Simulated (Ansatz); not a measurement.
Consider the isomerisation: `CC(C)(C)S` → `CCSCC`.

Computed with Ansatz on PBE0-D4/def2-TZVP structures; ΔE is electronic, products minus reactants. CCSD(T)/CBS adds triple-zeta CCSD(T) − MP2 to the extrapolated MP2 energy (def2 sets, frozen cores). DFT in def2-TZVPP. B3LYP here is the variant with VWN-RPA as its local correlation; programs differ in this. One conformer a species, not always the lowest.

`CC(C)(C)S`:

Z-matrix (Å, degrees):
```
C
C 1 1.522
H 1 1.095 2 110.0
H 1 1.091 2 111.0 3 120.1
H 1 1.093 2 111.2 3 -119.4
C 2 1.524 1 110.4 3 -62.0
C 2 1.522 1 110.7 3 60.5
S 2 1.836 1 110.1 3 -177.5
H 6 1.092 2 111.2 1 -179.2
H 6 1.092 2 111.2 1 -58.2
H 6 1.093 2 109.5 1 61.3
H 7 1.095 2 110.0 1 -60.5
H 7 1.091 2 111.0 1 179.3
H 7 1.093 2 111.2 1 58.9
H 8 1.343 2 96.7 1 -61.2
```

`CCSCC`:

Cartesian coordinates in Å:
```
C 0.202 0.319 -1.951
C 0.015 1.263 -0.780
S 1.129 0.977 0.612
C 0.656 -0.683 1.143
C -0.769 -0.809 1.644
H 1.233 0.341 -2.307
H -0.457 0.600 -2.777
H -0.038 -0.711 -1.678
H 0.234 2.292 -1.078
H -1.020 1.256 -0.427
H 0.857 -1.396 0.339
H 1.365 -0.909 1.944
H -0.960 -0.105 2.456
H -1.493 -0.612 0.850
H -0.957 -1.822 2.011
```

| level | ΔE (kJ/mol) |
| --- | --- |
| PBE-D4 | 10.6 |
| BLYP-D4 | 10.8 |
| B3LYP | 7.4 |
| SCS-MP2/def2-TZVPP | 21.7 |

What does CCSD(T)/CBS give? (Estimate.)

Computed: +19.9 kJ/mol. The listed levels differ from it by -9.3, -9.1, -12.5, 1.8 kJ/mol.

What do rigid-rotor, harmonic-oscillator terms from PBE0-D4/def2-TZVP frequencies (298.15 K, 1 bar) make of the CCSD(T)/CBS value? (Estimate.)

Computed: ΔZPE = +6.4 kJ/mol, ΔH = +26.6 kJ/mol, ΔS = 8 J/(mol·K), ΔG = +24.2 kJ/mol.

Largest T1 diagnostic among the species: 0.009.

From BLYP to BHLYP (50 % exact exchange), in def2-TZVPP and without D4, ΔE moves by +6.8 kJ/mol. In def2-TZVPP, CCSD(T) changes the Hartree–Fock value by +11.6 kJ/mol (the triples alone add +1.1 kJ/mol) and MP2 by +13.8 kJ/mol.
